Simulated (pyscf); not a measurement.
F–Ti(F)(F)–F + Cl–B(Cl)–Cl → F–B(Cl)–Cl + F–Ti(F)(F)–Cl (four-centre exchange; singlet surface; F–Ti, B–Cl broken, B–F, Cl–Ti formed). Optimised with ωB97X-D3(BJ)/def2-SVP in PySCF. Energies in kcal/mol from the separated reactants.

| level | barrier | reaction energy |
|---|---|---|
| ωB97X-D3(BJ)/def2-TZVP | (withheld) | (withheld) |
| r²SCAN/def2-TZVP | (withheld) | -9.0 |
| B3LYP-D3(BJ)/def2-TZVP | 4.2 | -9.2 |
| PBE0-D3(BJ)/def2-TZVP | 3.9 | -8.2 |
| M06-2X/def2-TZVP | 1.9 | -11.2 |
| ωB97M-D3(BJ)/def2-TZVP | 4.0 | -8.3 |

**Question.** Some entries are withheld; supply them.

**Answer.** 
- ωB97X-D3(BJ)/def2-TZVP, barrier: 0.6
- ωB97X-D3(BJ)/def2-TZVP, reaction energy: -9.3
- r²SCAN/def2-TZVP, barrier: 3.7

The functionals in the table span 3.6 kcal/mol in this barrier, from ωB97X-D3(BJ) to B3LYP-D3(BJ). On the reactant side the descent ends in a complex, 4.3 kcal/mol under the separated species and 4.8 kcal/mol under the saddle at ωB97X-D3(BJ)/def2-TZVP. One saddle was located; it need not be the lowest between these sides.
